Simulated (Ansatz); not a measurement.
## Basis-set limit of C$_{2}$H$_{3}$, doublet

```xyz
5

C    -0.1006   -0.5773   -0.2161
C     0.0892    0.6701    0.1404
H    -0.3655   -1.1325   -1.1163
H    -0.0160    1.5014   -0.5752
H     0.3617    0.9473    1.1667
```

Connectivity, by distances: CH–CH2.

Ansatz 0.2.0, UHF determinant, valence electrons correlated. Energies in eV.

| set | X | functions | Hartree–Fock | MP2 correlation | CCSD(T) correlation | time |
| --- | --- | --- | --- | --- | --- | --- |
| def2-TZVPP | 3 | 104 | -2106.7524 | -7.7184 | -9.0251 | 5.5 s on 1 × NVIDIA H100 80GB HBM3 with 1 thread of AMD EPYC 7R13 Processor (Zen 3) (shared host) |
| def2-QZVPP | 4 | 204 | -2106.8468 | -8.2438 | -9.4880 | 6.5 s on 1 × NVIDIA H100 80GB HBM3 with 1 thread of AMD EPYC 7R13 Processor (Zen 3) (shared host) |

Hartree–Fock is taken to follow E(X) = E∞ + A·exp(−7.88·√X), correlation E(X) = E∞ + B·X^−2.97.

Cautions: higher spins were not checked; ⟨S²⟩ of the determinant is 0.95 against 0.75, spin contaminated.

Problem. Work out the CCSD(T) energy at the limit, and how far the shortcut misses it that extrapolates MP2 and adds CCSD(T) minus MP2 from the smaller set.

Solution. Hartree–Fock: E∞ = E4 + 0.1377·(E4 − E3) = -2106.8598. Correlation: E∞ = E4 + 0.7407·(E4 − E3) = -9.8309 for CCSD(T) and -8.6330 for MP2. The limit is -2116.6906 eV, 0.356 eV below def2-QZVPP. The shortcut gives a correlation energy of -8.6330 + (-1.3066) = -9.9397, 109 meV lower than the direct value.
